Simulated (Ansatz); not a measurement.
C$_{3}$H$_{5}$NO (`C=C1NCO1`) at its PBE0-D4/def2-TZVP geometry, where that method's forces vanish. Total charge 0; spin multiplicity 1.

```xyz
10

C     1.0634   -1.0433    1.0418
C     0.2002   -0.2976    0.3718
N     0.2088    0.9826   -0.2099
C    -1.1044    0.6460   -0.7461
O    -1.1003   -0.5685    0.0148
H     0.7805   -2.0303    1.3763
H     2.0479   -0.6609    1.2671
H     0.9561    1.2037   -0.8516
H    -1.9121    1.3156   -0.4401
H    -1.1402    0.4526   -1.8241
```

Task: What forces (eV/Å) does ωB97M-V/def2-TZVPP give on these atoms in Ansatz 0.2.0? (An estimate is asked.)

Result: Computed: 
```
C1   0.004 -0.005 -0.003
C2   0.240 -0.223  0.206
N3   0.226  0.291 -0.045
C4  -0.296  0.179 -0.265
O5  -0.165 -0.212  0.052
H6   0.004  0.070 -0.034
H7  -0.072 -0.010 -0.022
H8  -0.042 -0.039  0.029
H9   0.089 -0.074 -0.034
H10  0.012  0.022  0.116
```
